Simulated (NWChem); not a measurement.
Molecule: SiF$_{4}$; SMILES F[Si](F)(F)F

```xyz
5

F      0.4747     0.0571     1.5124
Si     0.0000     0.0000     0.0000
F     -0.1876     1.4754    -0.5513
F     -1.3790    -0.7783    -0.0923
F      1.0920    -0.7542    -0.8687
```
Atoms are numbered in this order, from 1.

Program: NWChem. The geometry was optimised at PBE0/def2-SVP.

Question: Estimate the computed values for LDA (Slater exchange, VWN5)/def2-SVP. Quantities: highest occupied level (eV); orbital gap (eV).

Answer: 
```yaml
highest occupied level (eV): -10.44
orbital gap (eV): 9.60
```
